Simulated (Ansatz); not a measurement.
# C4H6O+ (doublet): energies up the ladder

Wanted for C4H6O+ (doublet): energies up the ladder. Charge +1. Spin multiplicity 2.

Computed with Ansatz 0.2.0 (the levels named in each step, unless a step's input says otherwise).

## (1) Starting point

Bond lengths: C1–C2 1.310 Å, C2–C3 1.541 Å, C3–C4 1.493 Å, C3–O5 1.177 Å, C1–H6 1.082 Å, C1–H7 1.089 Å, C2–H8 1.081 Å, C4–H9 1.093 Å, C4–H10 1.090 Å, C4–H11 1.092 Å. Angles (14 of 15 angles, heavy atoms first): C1–C2–C3 121.5°, C2–C3–C4 110.2°, C2–C3–O5 121.6°, C4–C3–O5 128.2°, C1–C2–H8 125.6°, C3–C2–H8 112.8°, C2–C1–H6 126.4°, C2–C1–H7 119.5°, C3–C4–H9 108.9°, C3–C4–H10 110.9°, C3–C4–H11 108.3°, H6–C1–H7 114.1°, H9–C4–H10 108.1°, H9–C4–H11 110.1°.

Structure file:

```xyz
11

C     1.8932    0.5825    0.2106
C     0.8268    0.3983   -0.5286
C    -0.4668   -0.1989    0.0575
C    -1.6084    0.0266   -0.8784
O    -0.4760   -0.7470    1.0996
H     1.9883    0.3648    1.2665
H     2.7944    0.9933   -0.2424
H     0.7366    0.6468   -1.5766
H    -1.4446   -0.5631   -1.7838
H    -1.6756    1.0765   -1.1654
H    -2.5263   -0.2954   -0.3824
```

## (2) A rough first relaxation, PBE-D4/def2-SVP

Contents of input.yaml:

```yaml
crystal:
  periodic: [false, false, false]
  atoms:
    - { symbol: C, position_ang: [1.89316, 0.58246, 0.2106] }
    - { symbol: C, position_ang: [0.82684, 0.39831, -0.52859] }
    - { symbol: C, position_ang: [-0.46679, -0.19895, 0.05755] }
    - { symbol: C, position_ang: [-1.60843, 0.02664, -0.87842] }
    - { symbol: O, position_ang: [-0.47602, -0.74695, 1.09963] }
    - { symbol: H, position_ang: [1.98828, 0.36479, 1.26645] }
    - { symbol: H, position_ang: [2.79437, 0.9933, -0.24242] }
    - { symbol: H, position_ang: [0.73664, 0.64683, -1.57664] }
    - { symbol: H, position_ang: [-1.44461, -0.56305, -1.78378] }
    - { symbol: H, position_ang: [-1.67564, 1.07646, -1.16537] }
    - { symbol: H, position_ang: [-2.52633, -0.29535, -0.38236] }
magnetization:
  spin_polarized: true
  initial_magnetization: 1
total_charge: 1
basis:
  gaussian: { orbitals: def2-SVP }
hamiltonian:
  xc: pbe
  dispersion: d4
relax:
  f_tol: 0.03
  max_steps: 200
```

On the command line:

```
$ ansatz run input.yaml --threads 4 --pin off --max-ram 10240MiB --backend cpu --events-out ev --progress --plain --runs-dir out
```

After this run come: Relaxation, PBE0-D4/def2-TZVPP; Frequencies, PBE0-D4/def2-TZVPP; Single point, PBE-D4/def2-TZVPP; Single point, r2SCAN-D4/def2-TZVPP; Single point, B3LYP-D4/def2-TZVPP; Single point, wB97M-V/def2-TZVPP; Single point, B2PLYP/def2-TZVPP; Single point, LDA/def2-TZVPP; Single point, PBE0-D4/def2-SVP; Single point, PBE-D4/def2-SVP.

Q: Predict the outcome of this session. Wanted: C1–C2 at PBE0-D4/def2-TZVPP; C2–C3 at PBE0-D4/def2-TZVPP; C3–C4 at PBE0-D4/def2-TZVPP; frequencies at PBE0-D4/def2-TZVPP; energy at PBE-D4/def2-SVP.

**Answer**, as computed:

```
                         quantity            value
      C1–C2 at PBE0-D4/def2-TZVPP          1.341 Å
      C2–C3 at PBE0-D4/def2-TZVPP          1.490 Å
      C3–C4 at PBE0-D4/def2-TZVPP          1.475 Å
frequencies at PBE0-D4/def2-TZVPP  90 to 3268 cm⁻¹
        energy at PBE-D4/def2-SVP     -6270.641 eV
```

What this shows: No mode is imaginary, so the geometry is a minimum. These totals serve in differences with atoms or fragments at the same level; alone they don't rank the methods.
